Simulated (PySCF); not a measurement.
## H₂S to SH₆: adding ligands

Level: PBE0 in the def2-TZVP basis family, all electrons, no relativity, computed in PySCF with density fitting; open shells unrestricted.

Each entry is the lowest minimum that a search over a few typed start shapes (and spin states, where more than one is plausible) found, or that minimum re-optimised at the stated level; isomers with ligand–ligand bonds, or fragments after loss of a ligand pair, can lie lower.

| molecule | 2S+1 | point group | mean bond to S (Å) | dipole (D) | atomisation (kJ/mol) | lowest ω (cm⁻¹) | gap (eV) |
| --- | --- | --- | --- | --- | --- | --- | --- |
| H₂S | 1 | C2v | 1.341 | 1.16 | 749 | 1209 | 8.07 |
| SH₃ | 2 | Cs | 1.440 | 0.81 | 742 | 590 | – |
| SH₅ | 2 | C4v | 1.448 | 0.70 | 960 | 1056 | – |
| SH₆ | ? | ? | ? | ? | ? | ? | ? |

Question: Fill in the row of SH₆.

Answer: 2S+1: 1; point group: Oh; mean bond to S (Å): 1.412; dipole (D): 0.00; atomisation (kJ/mol): 1208; lowest ω (cm⁻¹): 1352; gap (eV): 6.01.

Left out of the table are members whose search was unfinished or whose lowest solution was spin-contaminated, unstable, very soft or bonded differently.
